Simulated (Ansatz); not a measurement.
System: C₃H₅O, net charge -1, singlet state. It need not be the lowest isomer of its formula. Whether it binds its extra electron was not tested at this geometry. 
Coordinates optimised at B3LYP-D3(BJ)/def2-TZVP (Ansatz, a program for electronic structure):
```
C
O 1 1.2679
C 1 1.3815 2 128.23
H 3 1.0836 1 121.57 2 180.00
H 3 1.0851 4 118.16 1 -180.00
C 1 1.5438 2 115.17 3 180.00
H 6 1.0946 1 113.59 2 -180.00
H 6 1.0955 7 108.96 1 -121.88
H 6 1.0955 7 108.96 8 -116.24
```
Charge -1, spin multiplicity 1.

Basis-set convergence of Hartree-Fock and CCSD correlation energies (hartree) with Ansatz. Cores are frozen in the correlated levels unless marked. Spin-orbit coupling is left out. Non-relativistic. This anion needs diffuse functions, which these sets lack.

```tsv
basis	functions	E(HF)	E(corr, CCSD)
cc-pVDZ	-	-191.34651	-0.64022
cc-pVTZ	190	___	___
```

Q: What belongs in the gaps?

A: 
- cc-pVTZ, E(HF): -191.41092
- cc-pVTZ, E(corr, CCSD): -0.77773
